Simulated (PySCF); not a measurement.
Compound: sulfuryl chloride, Cl₂O₂S.
SMILES with atom numbers: `[O:1]=[S:2](=[O:3])([Cl:4])[Cl:5]`

Level of theory: PBE0-D3(BJ)/def2-SVP geometry optimisation, gas phase in PySCF 2.14.0.

**Question.** Give the optimised bond lengths and angles.

**Answer.** 
```csv
bond,length (Å)
"O1=S2, S2=O3",1.436
"S2–Cl4, S2–Cl5",2.053
```

Bonds in one row agree within 0.01 Å and their mean is given. A selection of angles:
```csv
angle,degrees
O1–S2–O3,123.5
O1–S2–Cl4,107.9
Cl4–S2–Cl5,99.4
```

S2 (sulfonyl sulfur) is distorted tetrahedral (angles from 99.4° to 123.5°).

Point group: C2v (tolerance 0.08 Å). No PBE0-D3(BJ)/def2-SVP frequencies stand behind this structure, so it isn't proved a minimum.

The run took 14 s on Arm Neoverse V1, one thread, shared host with 32 logical CPUs at a one-minute load of 14, and the process peaked at 0.35 GiB of memory. These figures are those of the optimisation.
